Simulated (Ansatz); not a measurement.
A run of Ansatz (development build ahead of 0.2.0) on triplet O2 in separate pieces at this shape:

```csv
atom,x (Å),y (Å),z (Å)
O,0.0000,0.0000,0.0000
O,0.0000,0.0000,4.0000
```

Its results:

- Converged: yes
- Total energy: -149.92227 hartree
- Spin squared of the determinant: 2.000
- Stability test: minimum among restricted orbitals

Task: Which input gives this output? Name the method, the orbitals and the basis set, and write the input.

Result: PBE0 (restricted open-shell) in pcseg-2.

```yaml
crystal:
  periodic: [false, false, false]
  atoms:
    - { symbol: O, position_ang: [0.0, 0.0, 0.0] }
    - { symbol: O, position_ang: [0.0, 0.0, 4.0] }
basis:
  gaussian: { orbitals: pcseg-2 }
magnetization:
  initial_magnetization: 2
hamiltonian:
  xc: pbe0
```

Caution: stretched shape with no unrestricted run beside it, a lower state can exist.
